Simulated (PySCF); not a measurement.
# NF3 (nitrogen trifluoride) at 5 levels

We compute a comparison of 5 runs (HF/3-21G, B3LYP/6-31G*, PBE0/def2-SVP, TPSS/def2-SVPD, TPSS/cc-pVTZ) of NF3 (nitrogen trifluoride). 

Program for the calculation: PySCF 2.14.0.

### Step 1. The system as given

NF3: 4 atoms, total charge 0, spin state singlet. As SMILES, `FN(F)F`. The shape is that of a PBE0-D4/def2-TZVP optimisation.

Bond lengths: F1–N2 1.360 Å, N2–F3 1.360 Å, N2–F4 1.360 Å. Angles: F1–N2–F3 102.1°, F1–N2–F4 102.1°, F3–N2–F4 102.1°.

### Step 2. Energy and gradient at HF/3-21G (run 1)

File run.py:

```python
from pyscf import gto, scf

mol = gto.M(
    atom=[
    ('F', (0.614010, 0.000340, 1.066930)),
    ('N', (0.353420, -0.074150, -0.266250)),
    ('F', (-0.636280, -1.006490, -0.312240)),
    ('F', (-0.331150, 1.080310, -0.488440)),
],
    verbose=4,
    max_memory=1860,
    basis='3-21g',
    spin=0,
)

mf = scf.RHF(mol)
mf.conv_tol = 1e-10
mf.kernel()
if not mf.converged:
    mf = mf.newton().run(mf.mo_coeff, mf.mo_occ)

energy = mf.e_tot
print('E = %.10f Eh' % energy)
grad = mf.nuc_grad_method().kernel()
mf.analyze()
```

Command:

```sh
$ OMP_NUM_THREADS=1 python run.py
```

Log:

```text
PySCF version 2.14.0

[... 60 lines left out ...]
converged SCF energy = -350.628404118585
[... 17 lines left out ...]
DFT Exchange-Correlation Energy =      -36.600064176639592
[... 7 lines left out ...]
MO #6   energy= -1.65312988203028  occ= 2
[... 5 lines left out ...]
MO #12  energy= -0.726323153514353 occ= 2
[... 5 lines left out ...]
MO #18  energy= 0.259819711505189  occ= 0
[... 5 lines left out ...]
MO #24  energy= 2.04828364677559   occ= 0
[... 5 lines left out ...]
MO #30  energy= 2.33378251352562   occ= 0
[... 5 lines left out ...]
MO #36  energy= 4.59564137900643   occ= 0
[... 43 lines left out ...]
Dipole moment(X, Y, Z, Debye):  0.27975, -0.05863, -0.21072
```

It took 1.1 s on 1 thread of Arm Neoverse V1, shared host; peak memory 0.12 GiB.

### Step 3. Energy and forces at B3LYP/6-31G(d) (spherical functions) (run 2)

File job.py:

```python
from pyscf import gto, dft

mol = gto.Mole()
mol.atom = 'F 0.614010 0.000340 1.066930; N 0.353420 -0.074150 -0.266250; F -0.636280 -1.006490 -0.312240; F -0.331150 1.080310 -0.488440'
mol.max_memory = 1860
mol.basis = '6-31g*'
mol.verbose = 4
mol.build()

calc0 = dft.RKS(mol, xc='b3lyp')
calc0.conv_tol = 1e-10
calc0.grids.level = 5
calc0.kernel()
if not calc0.converged:
    calc0 = calc0.newton().run(calc0.mo_coeff, calc0.mo_occ)

e_tot = calc0.e_tot
print('E = %.10f Eh' % e_tot)
grad = calc0.nuc_grad_method().kernel()
calc0.analyze()
```

Command:

```sh
$ OMP_NUM_THREADS=1 python job.py
```

Log:

```text
PySCF version 2.14.0

[... 91 lines left out ...]
DFT Exchange-Correlation Energy =      -38.190774690170556
[... 9 lines left out ...]
MO #8   energy= -0.815130332886866 occ= 2
[... 7 lines left out ...]
MO #16  energy= -0.421496741301826 occ= 2
[... 7 lines left out ...]
MO #24  energy= 0.758400437769662  occ= 0
[... 7 lines left out ...]
MO #32  energy= 1.31678357688821   occ= 0
[... 7 lines left out ...]
MO #40  energy= 1.81898551311717   occ= 0
[... 7 lines left out ...]
MO #48  energy= 2.15122857459715   occ= 0
[... 7 lines left out ...]
MO #56  energy= 3.03813709251439   occ= 0
[... 63 lines left out ...]
Dipole moment(X, Y, Z, Debye):  0.02523, -0.00516, -0.01897
```

Run time: 15 s. Hardware: 1 thread of Arm Neoverse V1, shared host; peak memory 0.57 GiB.

Run 3 isn't shown in full; the table further down has it.

### Step 4. Energy and gradient at TPSS/def2-SVPD (run 4)

File input.py:

```python
# FN(F)F
import pyscf.grad
from pyscf import gto, dft

system = gto.M(
    atom=[
    ('F', (0.614010, 0.000340, 1.066930)),
    ('N', (0.353420, -0.074150, -0.266250)),
    ('F', (-0.636280, -1.006490, -0.312240)),
    ('F', (-0.331150, 1.080310, -0.488440)),
],
    verbose=4,
    spin=0,
    basis='def2-svpd',
    charge=0,
    max_memory=1860,
)

ks = dft.RKS(system, xc='tpss')
ks.conv_tol = 1e-10
ks.grids.level = 5
ks.kernel()
if not ks.converged:
    ks = ks.newton().run(ks.mo_coeff, ks.mo_occ)

etot = ks.e_tot
print('E(%s) = %.9f' % ('TPSS', etot))
grad = ks.Gradients().kernel()
ks.analyze()
```

Command:

```sh
$ OMP_NUM_THREADS=1 python input.py
```

Log:

```text
PySCF version 2.14.0

[... 99 lines left out ...]
MO #5   energy= -1.30151763534476  occ= 2
[... 11 lines left out ...]
MO #17  energy= -0.317095964062153 occ= 2
[... 11 lines left out ...]
MO #29  energy= 0.204706902141662  occ= 0
[... 11 lines left out ...]
MO #41  energy= 0.624538414322312  occ= 0
[... 11 lines left out ...]
MO #53  energy= 0.80347092719879   occ= 0
[... 11 lines left out ...]
MO #65  energy= 1.86824025592227   occ= 0
[... 11 lines left out ...]
MO #77  energy= 3.20435917505012   occ= 0
[... 11 lines left out ...]
MO #89  energy= 4.10364919663256   occ= 0
[... 96 lines left out ...]
Dipole moment(X, Y, Z, Debye):  0.10001, -0.02084, -0.07531
```

It took 58 s on 1 thread of Arm Neoverse V1, shared host; peak memory 0.89 GiB.

### Step 5. Energy and gradient at TPSS/cc-pVTZ (run 5)

File input.py:

```python
# FN(F)F
from pyscf import gto, dft

mol = gto.Mole()
mol.atom = '''
F    0.614010   0.000340   1.066930
N    0.353420  -0.074150  -0.266250
F   -0.636280  -1.006490  -0.312240
F   -0.331150   1.080310  -0.488440
'''
mol.verbose = 3
mol.max_memory = 1860
mol.basis = 'cc-pvtz'
mol.build()

mf = dft.RKS(mol)
mf.xc = 'tpss'
mf.grids.level = 5
mf.conv_tol = 1e-10
mf.kernel()
if not mf.converged:
    mf = mf.newton().run(mf.mo_coeff, mf.mo_occ)

energy = mf.e_tot
print('E = %.10f Eh' % energy)
grad = mf.nuc_grad_method().kernel()
mf.analyze()
```

Command:

```sh
$ OMP_NUM_THREADS=1 python input.py
```

Log:

```text
converged SCF energy = -354.262285873892
[... 16 lines left out ...]
MO #8   energy= -0.763730733471663 occ= 2
[... 13 lines left out ...]
MO #22  energy= 0.376459019225996  occ= 0
[... 13 lines left out ...]
MO #36  energy= 1.02411548521179   occ= 0
[... 13 lines left out ...]
MO #50  energy= 2.10635957770011   occ= 0
[... 13 lines left out ...]
MO #64  energy= 4.01156989239393   occ= 0
[... 13 lines left out ...]
MO #78  energy= 4.94705999367078   occ= 0
[... 13 lines left out ...]
MO #92  energy= 6.87343361485141   occ= 0
[... 13 lines left out ...]
MO #106 energy= 8.16638400646321   occ= 0
[... 13 lines left out ...]
MO #120 energy= 11.6636617422911   occ= 0
[... 5 lines left out ...]
Dipole moment(X, Y, Z, Debye):  0.05170, -0.01070, -0.03892
```

Run time: 1.7 min. Hardware: 1 thread of Arm Neoverse V1, shared host; peak memory 1.2 GiB.

### Step 6. The series

```tsv
run	level	integration grid	energy (Eh)	dipole moment (D)	HOMO energy (eV)	LUMO energy (eV)	wall time
1	HF/3-21G	–	-350.628404	0.36	-14.76	7.07	1.1 s
2	B3LYP/6-31G* (spherical functions)	5	-354.065387	0.03	-9.31	1.13	15 s
3	PBE0/def2-SVP	5	-353.461985	0.10	-9.95	1.15	11 s
4	TPSS/def2-SVPD	5	-353.870487	0.13	-8.63	-0.74	58 s
5	TPSS/cc-pVTZ	5	-354.262286	0.07	-8.34	-0.26	1.7 min
```

### Step 7. Summary of results

| quantity | value |
| --- | --- |
| run 5: total energy | -354.26229 Eh |
| run 5: dipole moment | 0.07 D |
| run 5: HOMO energy | -8.34 eV |
| run 5: LUMO energy | -0.26 eV |
| run 5: HOMO–LUMO gap | 8.08 eV |
| run 5: largest force on an atom | 1.797 eV/Å |

The dipole moment (its size) runs from 0.03 D (B3LYP/6-31G*) to 0.36 D (HF/3-21G). The two ends differ in method and basis. The HOMO–LUMO gap runs from 7.89 eV (TPSS/def2-SVPD) to 21.83 eV (HF/3-21G). Totals of different functionals can't be ranked against each other. All runs together took 3.2 min, the longest 1.7 min.
